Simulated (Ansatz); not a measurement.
Ideal-gas functions of `[N]=N` radical at 298.15 K and 1 bar, from an Ansatz frequency run at PBE0-D4/def2-TZVP.

Molar mass 29.02 g/mol, point group Cs (symmetry number 1), electronic degeneracy 2, moments of inertia 0.758, 10.712, 11.47 u Å². Harmonic wavenumbers (cm⁻¹, unscaled): 1115, 1916, 2825.

Use S(trans) = R[1.5 ln M + 2.5 ln T − 1.1517]; rotational temperatures θ = 24.2544 K / I; S(rot) = R[ln(√π/σ · √(T³/θAθBθC)) + 1.5]; for each mode x = 1.438777 ν̃/T, S = R[x/(eˣ − 1) − ln(1 − e⁻ˣ)] and H = RT x/(eˣ − 1); 1 cm⁻¹ = 0.0119627 kJ/mol; R = 8.31446 J/(mol·K).

Task: By hand: the entropy, in J/(mol·K).

Result: Translation 150.9. Rotation: θ = 31.9979, 2.2642, 2.1146 K, giving 67.4. Vibration, mode by mode: 0.25, 0.01, 0.00, in all 0.3. Electronic 5.8. Sum 224.4 J/(mol·K).

Task: By hand: H − E and G − E in kJ/mol, counted from the electronic energy.

Result: Zero-point energy ½ × 5856 × 0.0119627 = 35.0; thermal vibration 0.1; translation, rotation and pV give 4 RT = 9.9. H − E = 45.0 kJ/mol, and G − E = 45.0 − 298.15 × 224.4/1000 = -21.9 kJ/mol.

Vibration gives 0 % of the entropy; all modes have x over 3 and are hardly excited.
